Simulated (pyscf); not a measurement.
# Routes from H₂B–O–CH₂–CH₃

Candidate steps break at most two bonds and form at most two. Each was searched with GFN2-xTB (tblite) first. Single points on ωB97X-D3(BJ)/def2-SVP structures (PySCF, gas phase). Correlated levels are frozen-core, on RHF or UHF. ΔMP2 is the change of the MP2 total energy from the triple- to the quadruple-zeta basis. Energies: CCSD(T)/def2-TZVPP + ΔMP2(QZVPP), kcal/mol, from the reactant's lowest minimum found, singlet surface; ΔG‡ with ideal gas, 1 atm, RRHO with modes under 100 cm⁻¹ raised to 100, one conformer, R ln 2 for chiral ones without a mode under 150 cm⁻¹.

```csv
products,type,ΔE‡,ΔE,ΔG‡ 298 K,ΔG‡ 900 K,ν‡ (cm⁻¹)
H₂B–OH + H₂C=CH₂,elimination,70.4,+16.7,64.4,63.1,1677i
CH₄ + H₂B–O–CH: [singlet],"1,1-elimination",94.9,+84.8,89.4,87.1,803i
```

Row 1: On the reactant side the descent ends in a point that may be a rotor saddle (no frequency run), 4.0 kcal/mol over the lowest minimum found and 67.8 kcal/mol under the saddle at ωB97X-D3(BJ)/def2-TZVP. On the product side the descent ends in a complex, 4.2 kcal/mol under the separated species and 54.9 kcal/mol under the saddle at ωB97X-D3(BJ)/def2-TZVP. 

Plain bond fissions and candidates not yet searched are not listed, and one of them may be faster. Each barrier is that of the saddle found; lower ones may exist. The CCSD(T) − MP2 part came from Ansatz, without density fitting, on the same reference.
